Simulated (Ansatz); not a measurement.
**Worked example: BS⁺, triplet against BS, doublet**

Geometry (PBE0/def2-TZVP stationary point of a doublet), kept for both states (BS, doublet: Σ⁺; BS⁺, triplet: Π):

```xyz
2

B     0.0000    0.0000    0.0000
S     0.0000    0.0000    1.6077
```

Basis cc-pVDZ; Ansatz 0.2.0. Correlated methods freeze the noble-gas cores. Prefix R: restricted or restricted open-shell reference; prefix U: unrestricted.

Full CI is exact within this basis and frozen core; it isn't the basis-set limit. The frozen core follows each run's orbitals, which can shift R against U totals by a few meV.

```
   level  E(BS, doublet) (hartree)  E(BS⁺, triplet) (hartree)
     UHF               -422.171434                -421.803210
    UMP2               -422.350508                -421.939551
UCCSD(T)               -422.379826                -421.970864
     PBE               -422.763155                -422.343990
 wB97M-V               -422.940870                -422.527264
 full CI               -422.381858                -421.972508
```

**Question.** Give the vertical gap, BS⁺ triplet less BS doublet, at each level in eV (1 hartree = 27.2114 eV), and each error against full CI.

**Answer.** full CI: (-421.972508 − (-422.381858)) × 27.2114 = 11.139 eV (the reference)
wB97M-V: (-422.527264 − (-422.940870)) × 27.2114 = 11.255 eV, error 0.116 eV
PBE: (-422.343990 − (-422.763155)) × 27.2114 = 11.406 eV, error 0.267 eV
UCCSD(T): (-421.970864 − (-422.379826)) × 27.2114 = 11.128 eV, error -0.011 eV
UMP2: (-421.939551 − (-422.350508)) × 27.2114 = 11.183 eV, error 0.044 eV
UHF: (-421.803210 − (-422.171434)) × 27.2114 = 10.020 eV, error -1.119 eV

Total energies of functionals can't be set beside those of wave-function methods, since they hold the core's correlation and their own absolute errors; only the differences compare.

In so small a basis the reference is far from its limit while semilocal and hybrid functionals are nearer theirs, so the functionals' errors here hold much of the reference's basis and frozen-core error, which can add to them or hide them.

Each level lands on the state that its own search finds. T1 diagnostics of restricted CCSD: 0.034 and 0.026.
